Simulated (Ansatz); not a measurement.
**CH2B (doublet): from Hartree-Fock to the top rungs, cc-pVDZ**

The task here is to estimate one member of a computed series from the others.

Computed with Ansatz 0.2.0, Gaussian basis. Level: cc-pVDZ, core rule «outside noble gas», up to 2 orbitals frozen.

The runs, in order: UHF; CCSD(T) on ROHF; CCSD(T) on UHF; BCCD(T) on ROHF; CISD as a restricted active space (open shells left free, so some higher excitations enter); CCSDT(Q) on ROHF; CCSDT(Q) on UHF; CASSCF and MRCISD+Q, 9 electrons in 10 orbitals; CASSCF and NEVPT2, 9 electrons in 10 orbitals.

13 further runs of the same task are left out: 2 that didn't finish, 11 set aside as unsound or not needed. Runs told in other sessions of the task aren't counted.

### The system

The geometry is a PBE0/def2-TZVP stationary point (not a proven minimum).

4 atoms, charge 0, spin multiplicity 2.

Atoms are counted from 1 here; the program's logs count them from 0.

Bond lengths: B1–C2 1.350 Å, B1–H3 1.172 Å, C2–H4 1.070 Å. Angles: C2–B1–H3 180.0°, B1–C2–H4 180.0°.

The first run:

Contents of in.yaml:

```yaml
crystal:
  periodic: [false, false, false]
  atoms:
    - {symbol: B, position_ang: [0.000000, 0.000000, 0.649311]}
    - {symbol: C, position_ang: [0.000000, 0.000000, -0.700735]}
    - {symbol: H, position_ang: [0.000000, 0.000000, 1.821771]}
    - {symbol: H, position_ang: [0.000000, 0.000000, -1.770347]}
basis:
  gaussian: {orbitals: cc-pVDZ}
magnetization: {spin_polarized: true, initial_magnetization: 1}
hamiltonian: {xc: hf}
output: {orbitals: {seedname: orbitals}}
```

Run with:

```bash
ansatz run in.yaml --threads 1 --pin off --events-out ev --progress --plain --max-ram 2393MiB
```

Steps of the session up to this table: UHF; CCSD(T) on ROHF; CCSD(T) on UHF; BCCD(T) on ROHF; CISD as a restricted active space (open shells left free, so some higher excitations enter); CCSDT(Q) on ROHF; CCSDT(Q) on UHF; CASSCF and MRCISD+Q, 9 electrons in 10 orbitals; CASSCF and NEVPT2, 9 electrons in 10 orbitals.

One table of the session follows, with a row left open; its other results are not shown here.

```
          method  from UCCSDT(Q) (kcal/mol)
            ROHF                    +138.04
             UHF                    +136.24
            RMP2                     +22.57
            UMP2                     +23.27
            CISD                          ?
           RCCSD                      +5.34
           UCCSD                      +5.29
        RCCSD(T)                      +0.92
        UCCSD(T)                      +0.94
         BCCD(T)                      +0.97
          RCCSDT                      +0.31
          UCCSDT                      +0.30
       RCCSDT(Q)                      +0.02
       UCCSDT(Q)                          0
  CASSCF valence                     +71.88
  NEVPT2 valence                     +17.29
  MRCISD valence                      +3.46
MRCISD+Q valence                      +0.26
```

**Question.** Estimate the row for CISD.

The run gave: from UCCSDT(Q) (kcal/mol): +13.44. In the column «from UCCSDT(Q) (kcal/mol)» it lies between RCCSD (+5.34) and NEVPT2 valence (+17.29).

With the free atoms at the same levels and basis (separate runs), the atomisation energy is 12.805 eV at UCCSDT(Q), 12.786 eV at RCCSD(T), 12.784 eV at UCCSD(T), 10.669 eV at ROHF.

Caveats from the session: Restricted and unrestricted rows rest on different reference determinants; a gap between their highest levels can come from leftover correlation error, from unlike frozen cores or from another state.
